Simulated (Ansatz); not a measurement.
Which YAML input does this script hand to the engine? (Ansatz's Python interface)

Script `h4np.py`:
```python
from dataclasses import dataclass
import warnings

import ansatz as az


@dataclass(frozen=True)
class Settings:
    basis_set: str = "6-31G*"


cfg = Settings()


def main() -> None:
    warnings.simplefilter("ignore", az.DeckWarning)

    system = (
        az.Crystal.molecule()
        .atom("N", [0.3, -0.8185, 0.0926])
        .atom("P", [-0.5752, 0.701, -0.1062])
        .atom("H", [0.0295, -1.4049, -0.7109])
        .atom("H", [0.017, -1.2588, 0.9141])
        .atom("H", [0.2131, 1.2591, -1.1631])
        .atom("H", [0.0576, 1.4581, 0.9273])
    )

    model = (
        system.calculation()
        .basis(gaussian=cfg.basis_set)
        .correlation(active_electrons=4, active_orbitals=5)
    )
    for method in [None]:
        report = (model if method is None else model.correlation(method)).run(threads=1).report
        space = report["configurations"]
        state = space["states"][0]
        print(method or "casscf", f"total {report['free_energy_ev'] / 27.211386246:.6f} Ha, active-space state {state['energy']['hartree']:.6f} Ha, mean field {report['reference_energy_ev'] / 27.211386246:.6f} Ha")
        print("  determinants", state["n_determinants"], " natural occupations", [round(n, 3) for n in space["natural_occupations"]])


if __name__ == "__main__":
    main()
```

Running `python h4np.py` prints:
```text
casscf total -397.518756 Ha, active-space state -397.518756 Ha, mean field -397.469542 Ha
  determinants 100  natural occupations [1.976, 1.974, 0.024, 0.021, 0.004]
```

`input.yaml`:
```yaml
crystal:
  periodic: [false, false, false]
  atoms:
    - { symbol: "N", position_ang: [0.3, -0.8185, 0.0926] }
    - { symbol: P, position_ang: [-0.5752, 0.701, -0.1062] }
    - { symbol: H, position_ang: [0.0295, -1.4049, -0.7109] }
    - { symbol: H, position_ang: [0.017, -1.2588, 0.9141] }
    - { symbol: H, position_ang: [0.2131, 1.2591, -1.1631] }
    - { symbol: H, position_ang: [0.0576, 1.4581, 0.9273] }
basis:
  gaussian:
    orbitals: "6-31G*"
correlation:
  active_space:
    window:
      electrons: 4
      orbitals: 5
```

Total energies depend on the basis set; only differences at equal settings carry meaning. The geometry is a force-field or estimated start, not a minimum of this method, and the basis set is short of its limit. The active space starts as a window about the frontier orbitals and is then optimised, not chosen by chemistry. Run time: 1.5 s on 1 thread of Arm Neoverse V2, with other jobs on the host, peak memory 0.14 GiB.
